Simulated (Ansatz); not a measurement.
A (111) slab of Ag (Fm-3m (No. 225)), 5 planes, outer planes Ag (top) and Ag (bottom), with 5 atoms (Ag5) in a surface cell of A = 7.294 Å², as cut from the bulk:

```yaml
crystal:
  lattice:
    - [2.90208, 0.00000, 0.00000]
    - [-1.45104, 2.51327, 0.00000]
    - [0.00000, 0.00000, 24.47814]
  atoms:
    - { symbol: Ag, position: [0.66667, 0.33333, 0.30640] }
    - { symbol: Ag, position: [0.33333, 0.66667, 0.40320] }
    - { symbol: Ag, position: [0.00000, 0.00000, 0.50000] }
    - { symbol: Ag, position: [0.66667, 0.33333, 0.59680] }
    - { symbol: Ag, position: [0.33333, 0.66667, 0.69360] }
```

Level of theory: DFT r2SCAN, scalar-relativistic, plane waves, PAW in Ansatz 0.2.0. Plane waves to 500 eV, a k mesh through Γ of 12×12×1 on the computed 5-atom cell and Gaussian smearing (0.10 eV); no spin polarisation.

Against the same 5 atoms in the bulk, the slab as cut lies 0.859 eV higher and the relaxed slab 0.857 eV higher.

(1) Work out the surface energy before and after relaxation.

(2) A cut through this plane breaks about 3 nearest-neighbour bonds a surface cell. What does each broken bond cost, before relaxation?

(3) What is the ideal work of this cut, per area?

Results:

(1) The slab has two faces, so γ = (E_slab − N·E_bulk)/(2A), the mean of both. As cut: 0.859/(2 × 7.294) = 0.0589 eV/Å², and 1 eV/Å² = 16.02 J/m², so γ = 0.94 J/m². Relaxed: 0.857/(2 × 7.294) = 0.0587 eV/Å² = 0.94 J/m². Relaxation recovers 0.2 % of the cost of cutting.

(2) One cut makes two faces and costs 2γA = 0.859 eV, shared by 3 bonds: 0.29 eV a bond. In a metal this is less than the cohesive energy a bond, since the bonds that remain at the surface strengthen.

(3) Griffith's ideal work is 2γ: 1.89 J/m² if the new faces stay rigid, 1.88 J/m² if they relax. One thickness was run, 5 planes, so γ can still shift with it.